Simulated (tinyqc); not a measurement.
Worked calculation: geometry optimisation on the UHF/sto-6g surface (energies and gradients from PySCF), for LiH, spin multiplicity 3. Computed by tinyqc, a small Python program that keeps every step (integrals from PySCF). Settings: charge = 0, multiplicity = 3, basis = sto-6g, optimiser = sd, first Hessian = 0.3, largest step = 0.3, iteration cap = 30. Command: `OMP_NUM_THREADS=1 python tinyqc.py 25568 25569 out.jsonl` (the two numbers bound the seeds that draw the settings). One thread of a shared host (Intel(R) Xeon(R) Processor @ 2.60GHz), about 3 s of CPU time with the checks.

## Step 1: energy and gradient

positions at the start (bohr), order 1Li, 2H:
```
[[0.00000, 0.00000, 0.00000],
 [0.00000, 0.00000, 2.67207]]
```

Self-consistent energy and analytic gradient at these positions.

energy = -7.8418037 hartree

gradient (hartree/bohr), order 1Li, 2H:
```
[[0.0000000, 0.0000000, 0.0525300],
 [0.0000000, 0.0000000, -0.0525300]]
```

## Step 1: move

Steepest descent, p = -g / 0.3; steps longer than 0.3 bohr are cut back.

positions after step 1 (bohr), order 1Li, 2H:
```
[[0.00000, 0.00000, -0.17510],
 [0.00000, 0.00000, 2.84717]]
```

## Step 2: energy and gradient

As before.

energy = -7.8550897 hartree

gradient (hartree/bohr), order 1Li, 2H:
```
[[0.0000000, 0.0000000, 0.0260489],
 [0.0000000, 0.0000000, -0.0260489]]
```

## Step 2: move

As before.

positions after step 2 (bohr), order 1Li, 2H:
```
[[0.00000, 0.00000, -0.26193],
 [0.00000, 0.00000, 2.93400]]
```

## Step 3: energy and gradient

As before.

energy = -7.8588697 hartree

gradient (hartree/bohr), order 1Li, 2H:
```
[[0.0000000, 0.0000000, 0.0179133],
 [0.0000000, 0.0000000, -0.0179133]]
```

## Step 3: move

As before.

positions after step 3 (bohr), order 1Li, 2H:
```
[[0.00000, 0.00000, -0.32164],
 [0.00000, 0.00000, 2.99371]]
```

## Convergence

Stop when the largest gradient component is below 3e-5 hartree/bohr.

Course of the optimisation:
```
step  E (hartree)  largest gradient (hartree/bohr)
1      -7.8418037                         5.25e-02
2      -7.8550897                         2.60e-02
3      -7.8588697                         1.79e-02
4      -7.8607455                         1.37e-02
5      -7.8618664                         1.10e-02
6      -7.8626089                         9.22e-03
7      -7.8631351                         7.92e-03
8      -7.8635265                         6.93e-03
9      -7.8638284                         6.16e-03
10     -7.8640681                         5.54e-03
11     -7.8642628                         5.03e-03
12     -7.8644242                         4.61e-03
13     -7.8645600                         4.25e-03
14     -7.8646761                         3.95e-03
15     -7.8647764                         3.68e-03
16     -7.8648640                         3.46e-03
17     -7.8649413                         3.26e-03
18     -7.8650101                         3.08e-03
19     -7.8650717                         2.92e-03
20     -7.8651273                         2.78e-03
21     -7.8651778                         2.66e-03
22     -7.8652240                         2.55e-03
23     -7.8652664                         2.45e-03
24     -7.8653055                         2.35e-03
25     -7.8653417                         2.27e-03
26     -7.8653755                         2.19e-03
27     -7.8654070                         2.12e-03
28     -7.8654366                         2.06e-03
29     -7.8654644                         2.00e-03
30     -7.8654907                         1.95e-03
```

Distances after the last move, whose energy is not in the table (angstrom):
```
pair    distance
2H-1Li   2.17795
```

Not converged within 30 steps: the energy falls at every step, but slowly. Reruns: method bfgs, first Hessian 0.6, largest step 0.3: converged in 21 (E = -7.87096).
